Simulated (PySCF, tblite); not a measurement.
# SiPH₅: protonation, part 2 of 2

tblite 0.8.0 and PySCF 2.14.0. Atoms count from 0.

### Step 15. Protonation: CCSD(T)/ma-def2-TZVP

This step combines the energies above: geometries from PBE0-D3(BJ)/def2-SVP, zero-point and thermal terms from PBE0-D3(BJ)/def2-SVP.

Job settings and geometry (Å):

```
{"job": {"kind": "pa", "geom": {"xc": "PBE0", "basis": "def2-SVP", "d3": "d3bj", "grid": 1}, "hess": 1, "level": {"xc": "CCSD(T)", "basis": "ma-def2-TZVP"}}, "charge": 0, "multiplicity": 1}
Si    -0.812972     0.107114    -0.061296
P      1.378427    -0.015687    -0.627573
H     -1.565045    -0.867217    -0.907601
H     -1.291698     1.487981    -0.369815
H     -1.082923    -0.190697     1.378541
H      1.576867    -1.265282     0.037395
H      1.808510     0.753258     0.497926
```

Output (the driver's rows laid out field by field):

```text
protonation site by site, CCSD(T)/ma-def2-TZVP // PBE0-D3(BJ)/def2-SVP

row 1
  formula                 H6PSi
  charge                  1
  multiplicity            1
  smiles                  [SiH3][PH3+]
  kept                    yes
  pieces                  1
  point_group             C3v
  atom                    1
  element                 P
  electronic              856.83
  enthalpy                835.46
  free_energy             802.8
  share_gas               1.0
```

It took 41 s on 1 thread of Intel Xeon Platinum 8488C, shared host; peak memory 1.1 GiB.

Energy given off on adding a proton (kJ/mol, gas phase, 298 K for the thermal columns):

```csv
site,product,electronic,enthalpy,free energy
P1,[SiH3][PH3+],856.8,835.5,802.8
```

### Step 16. Single point (SiPH₅): wavefunction

Geometry: PBE0-D3(BJ)/def2-SVP.

Job settings and geometry (Å):

```
{"job": {"kind": "sp", "xc": "MP2", "basis": "ma-def2-TZVP", "grid": 2}, "charge": 0, "multiplicity": 1}
Si    -0.812972     0.107114    -0.061296
P      1.378427    -0.015687    -0.627573
H     -1.565045    -0.867217    -0.907601
H     -1.291698     1.487981    -0.369815
H     -1.082923    -0.190697     1.378541
H      1.576867    -1.265282     0.037395
H      1.808510     0.753258     0.497926
```

With the program's defaults for keys left out, this is: wavefunction single point, frozen core, gas phase.

Output:

```text
final grid: 50712 points
cycle   1  E = -632.5649877384  dE = -3.342e-01  |g| = 2.392e-01  |ddm| = 1.693e+00
cycle   2  E = -632.5933494539  dE = -2.836e-02  |g| = 7.740e-02  |ddm| = 2.408e-01
cycle   3  E = -632.5964855967  dE = -3.136e-03  |g| = 2.751e-02  |ddm| = 1.015e-01
cycle   4  E = -632.5969889263  dE = -5.033e-04  |g| = 5.458e-03  |ddm| = 3.974e-02
cycle   5  E = -632.5970149146  dE = -2.599e-05  |g| = 1.618e-03  |ddm| = 1.082e-02
cycle   6  E = -632.5970174712  dE = -2.557e-06  |g| = 4.027e-04  |ddm| = 4.113e-03
cycle   7  E = -632.5970176204  dE = -1.491e-07  |g| = 8.307e-05  |ddm| = 1.046e-03
cycle   8  E = -632.5970176279  dE = -7.502e-09  |g| = 2.303e-05  |ddm| = 2.056e-04
converged SCF energy = -632.5970176279
E(HF, exact integrals) = -632.5970387353
E(MP2) = -632.8718106787
```

Wall time 1.9 s (1 thread of Intel Xeon Platinum 8488C, shared host); peak memory 0.48 GiB.

### Step 17. Single point (SiPH₆+): wavefunction

Geometry: PBE0-D3(BJ)/def2-SVP.

Job settings and geometry (Å):

```
{"job": {"kind": "sp", "xc": "MP2", "basis": "ma-def2-TZVP", "grid": 2}, "charge": 1, "multiplicity": 1}
Si    -1.007385     0.139542    -0.054564
P      1.280303    -0.009245    -0.411100
H     -1.532056    -0.874549    -0.999823
H     -1.284321     1.552211    -0.407811
H     -1.124454    -0.199210     1.383588
H      1.801843    -1.300098    -0.176339
H      2.031298     0.850848     0.419291
H      1.669567     0.314560    -1.729076
```

With the program's defaults for keys left out, this is: wavefunction single point, frozen core, gas phase.

Output:

```text
final grid: 56088 points
cycle   1  E = -632.8660494207  dE = -2.876e-02  |g| = 3.648e-01  |ddm| = 1.774e+00
cycle   2  E = -632.9291056268  dE = -6.306e-02  |g| = 1.147e-01  |ddm| = 4.113e-01
cycle   3  E = -632.9342088869  dE = -5.103e-03  |g| = 3.676e-02  |ddm| = 1.333e-01
cycle   4  E = -632.9349668886  dE = -7.580e-04  |g| = 7.403e-03  |ddm| = 4.144e-02
cycle   5  E = -632.9350074911  dE = -4.060e-05  |g| = 1.508e-03  |ddm| = 1.041e-02
cycle   6  E = -632.9350093726  dE = -1.881e-06  |g| = 2.701e-04  |ddm| = 3.587e-03
cycle   7  E = -632.9350094298  dE = -5.726e-08  |g| = 5.601e-05  |ddm| = 7.280e-04
cycle   8  E = -632.9350094320  dE = -2.197e-09  |g| = 1.157e-05  |ddm| = 1.312e-04
converged SCF energy = -632.9350094320
E(HF, exact integrals) = -632.9350235537
E(MP2) = -633.1969432650
```

It took 2.4 s on 1 thread of Intel Xeon Platinum 8488C, shared host; peak memory 0.52 GiB.

### Step 18. Protonation: MP2/ma-def2-TZVP

This step combines the energies above: geometries from PBE0-D3(BJ)/def2-SVP, zero-point and thermal terms from PBE0-D3(BJ)/def2-SVP.

Job settings and geometry (Å):

```
{"job": {"kind": "pa", "geom": {"xc": "PBE0", "basis": "def2-SVP", "d3": "d3bj", "grid": 1}, "hess": 1, "level": {"xc": "MP2", "basis": "ma-def2-TZVP"}}, "charge": 0, "multiplicity": 1}
Si    -0.812972     0.107114    -0.061296
P      1.378427    -0.015687    -0.627573
H     -1.565045    -0.867217    -0.907601
H     -1.291698     1.487981    -0.369815
H     -1.082923    -0.190697     1.378541
H      1.576867    -1.265282     0.037395
H      1.808510     0.753258     0.497926
```

Output (the driver's rows laid out field by field):

```text
protonation site by site, MP2/ma-def2-TZVP // PBE0-D3(BJ)/def2-SVP

row 1
  formula                 H6PSi
  charge                  1
  multiplicity            1
  smiles                  [SiH3][PH3+]
  kept                    yes
  pieces                  1
  point_group             C3v
  atom                    1
  element                 P
  electronic              853.64
  enthalpy                832.26
  free_energy             799.61
  share_gas               1.0
```

Wall time 4.4 s (1 thread of Intel Xeon Platinum 8488C, shared host); peak memory 0.52 GiB.

Energy given off on adding a proton (kJ/mol, gas phase, 298 K for the thermal columns):

```csv
site,product,electronic,enthalpy,free energy
P1,[SiH3][PH3+],853.6,832.3,799.6
```

### Step 19. Single point (SiPH5): HF/ma-def2-TZVP

Geometry: PBE0-D3(BJ)/def2-SVP.

Job settings and geometry (Å):

```
{"job": {"kind": "sp", "xc": "HF", "basis": "ma-def2-TZVP", "grid": 2}, "charge": 0, "multiplicity": 1}
Si    -0.812972     0.107114    -0.061296
P      1.378427    -0.015687    -0.627573
H     -1.565045    -0.867217    -0.907601
H     -1.291698     1.487981    -0.369815
H     -1.082923    -0.190697     1.378541
H      1.576867    -1.265282     0.037395
H      1.808510     0.753258     0.497926
```

Output:

```text
final grid: 50712 points
cycle   1  E = -632.5649877384  dE = -3.342e-01  |g| = 2.392e-01  |ddm| = 1.693e+00
cycle   2  E = -632.5933494539  dE = -2.836e-02  |g| = 7.740e-02  |ddm| = 2.408e-01
cycle   3  E = -632.5964855967  dE = -3.136e-03  |g| = 2.751e-02  |ddm| = 1.015e-01
cycle   4  E = -632.5969889263  dE = -5.033e-04  |g| = 5.458e-03  |ddm| = 3.974e-02
cycle   5  E = -632.5970149146  dE = -2.599e-05  |g| = 1.618e-03  |ddm| = 1.082e-02
cycle   6  E = -632.5970174712  dE = -2.557e-06  |g| = 4.027e-04  |ddm| = 4.113e-03
cycle   7  E = -632.5970176204  dE = -1.491e-07  |g| = 8.307e-05  |ddm| = 1.046e-03
cycle   8  E = -632.5970176279  dE = -7.502e-09  |g| = 2.303e-05  |ddm| = 2.056e-04
converged SCF energy = -632.5970176279
```

It took 0.47 s on 1 thread of Intel Xeon Platinum 8488C, shared host; peak memory 0.34 GiB.

### Step 20. Single point (SiPH6+): HF/ma-def2-TZVP

Geometry: PBE0-D3(BJ)/def2-SVP.

Job settings and geometry (Å):

```
{"job": {"kind": "sp", "xc": "HF", "basis": "ma-def2-TZVP", "grid": 2}, "charge": 1, "multiplicity": 1}
Si    -1.007385     0.139542    -0.054564
P      1.280303    -0.009245    -0.411100
H     -1.532056    -0.874549    -0.999823
H     -1.284321     1.552211    -0.407811
H     -1.124454    -0.199210     1.383588
H      1.801843    -1.300098    -0.176339
H      2.031298     0.850848     0.419291
H      1.669567     0.314560    -1.729076
```

Output:

```text
final grid: 56088 points
cycle   1  E = -632.8660494207  dE = -2.876e-02  |g| = 3.648e-01  |ddm| = 1.774e+00
cycle   2  E = -632.9291056268  dE = -6.306e-02  |g| = 1.147e-01  |ddm| = 4.113e-01
cycle   3  E = -632.9342088869  dE = -5.103e-03  |g| = 3.676e-02  |ddm| = 1.333e-01
cycle   4  E = -632.9349668886  dE = -7.580e-04  |g| = 7.403e-03  |ddm| = 4.144e-02
cycle   5  E = -632.9350074911  dE = -4.060e-05  |g| = 1.508e-03  |ddm| = 1.041e-02
cycle   6  E = -632.9350093726  dE = -1.881e-06  |g| = 2.701e-04  |ddm| = 3.587e-03
cycle   7  E = -632.9350094298  dE = -5.726e-08  |g| = 5.601e-05  |ddm| = 7.280e-04
cycle   8  E = -632.9350094320  dE = -2.197e-09  |g| = 1.157e-05  |ddm| = 1.312e-04
converged SCF energy = -632.9350094320
```

Wall time 0.57 s (1 thread of Intel Xeon Platinum 8488C, shared host); peak memory 0.34 GiB.

### Step 21. Protonation: HF/ma-def2-TZVP

This step combines the energies above: geometries from PBE0-D3(BJ)/def2-SVP, zero-point and thermal terms from PBE0-D3(BJ)/def2-SVP.

Job settings and geometry (Å):

```
{"job": {"kind": "pa", "geom": {"xc": "PBE0", "basis": "def2-SVP", "d3": "d3bj", "grid": 1}, "hess": 1, "level": {"xc": "HF", "basis": "ma-def2-TZVP"}}, "charge": 0, "multiplicity": 1}
Si    -0.812972     0.107114    -0.061296
P      1.378427    -0.015687    -0.627573
H     -1.565045    -0.867217    -0.907601
H     -1.291698     1.487981    -0.369815
H     -1.082923    -0.190697     1.378541
H      1.576867    -1.265282     0.037395
H      1.808510     0.753258     0.497926
```

Output (the driver's rows laid out field by field):

```text
protonation site by site, HF/ma-def2-TZVP // PBE0-D3(BJ)/def2-SVP

row 1
  formula                 H6PSi
  charge                  1
  multiplicity            1
  smiles                  [SiH3][PH3+]
  kept                    yes
  pieces                  1
  point_group             C3v
  atom                    1
  element                 P
  electronic              887.4
  enthalpy                866.03
  free_energy             833.37
  share_gas               1.0
```

It took 1.2 s on 1 thread of Intel Xeon Platinum 8488C, shared host; peak memory 0.34 GiB.

Energy given off on adding a proton (kJ/mol, gas phase, 298 K for the thermal columns):

```csv
site,product,electronic,enthalpy,free energy
P1,[SiH3][PH3+],887.4,866.0,833.4
```

### Step 22. Outcome

What follows sums up all 2 parts.

```
                                        quantity                  value
       strongest single infrared mode (GFN2-xTB)   755 cm⁻¹, 488 km/mol
                    zero-point energy (GFN2-xTB)          25.6 kcal/mol
                                     point group                     Cs
            rotational constants (main isotopes)  50.89, 5.51, 5.48 GHz
    proton affinity (−ΔH), P1 (M06-2X/def2-TZVP)           831.0 kJ/mol
proton affinity (−ΔH), P1 (CCSD(T)/ma-def2-TZVP)           835.5 kJ/mol
    proton affinity (−ΔH), P1 (MP2/ma-def2-TZVP)           832.3 kJ/mol
     proton affinity (−ΔH), P1 (HF/ma-def2-TZVP)           866.0 kJ/mol
```

What this shows: All 15 modes are real, so the xTB geometry is a minimum. The strongest single mode, at 755 cm⁻¹, moves mainly H2 and H3. Unscaled tight-binding wavenumbers are off by several per cent, some by more. Its intensities can rank the bands wrongly. Over 3 steps the energy fell by 0.089 eV; of the close pairs, P1–H5 changed most, 1.383 to 1.429 Å (PBE0/def2-SVP). The proton affinity (−ΔH) at P1 is 831.0 kJ/mol at M06-2X/def2-TZVP; zero-point and thermal terms move it by -21.4 kJ/mol from the electronic value.
